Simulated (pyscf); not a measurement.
Single points on ωB97X-D3(BJ)/def2-SVP structures (PySCF, gas phase). MP2 and CC: frozen core, UHF for open shells. ΔMP2 is the change of the MP2 total energy from the triple- to the quadruple-zeta basis.

**Question.** Estimate by transition-state theory the rate constant of CH₄ (SMILES C) + F–GaH₂ (SMILES [F][GaH2]) -> H₃C–GaH₂ (SMILES [CH3][GaH2]) + HF (SMILES F) (singlet surface; C–H, F–Ga broken, C–Ga, F–H formed) at 1200 K, with CCSD(T)/def2-TZVPP + ΔMP2(QZVPP) energies (ideal gas, 1 atm, RRHO with modes under 100 cm⁻¹ raised to 100, one conformer, R ln 2 for chiral ones without a mode under 150 cm⁻¹; no tunnelling).

**Answer.** The electronic barrier is 33.7 kcal/mol and the thermal terms add +33.9, so ΔG‡ = 67.6 kcal/mol. With k_BT/h = 2.50e+13 s⁻¹ and RT = 2.385 kcal/mol, and a volume of 1.64e-19 cm³ per molecule at 1 atm, k = 2.0e-18 cm³ molecule⁻¹ s⁻¹. Wigner's tunnelling factor for 1065i cm⁻¹ would be 1.07. A shift of 1 kcal/mol in the barrier changes k by a factor 1.5. On the product side the descent ends in an adduct with a F–Ga contact, 6.7 kcal/mol under the separated species and 10.6 kcal/mol under the saddle at ωB97X-D3(BJ)/def2-TZVP. What is counted as broken (F–Ga) persists as a longer contact in the product adduct; parting that adduct is a step of its own. This is the saddle that the search found; another between the same sides may lie lower. The CCSD(T) − MP2 part came from Ansatz, without density fitting, on the same reference. The frozen core leaves the outer d or s,p core shells of the metals and heavy elements correlated in the MP2 and CC values, and def2-TZVPP describes them poorly, which can shift differences by a few kcal/mol. Elements up to Kr have no core potential and no relativistic terms here.
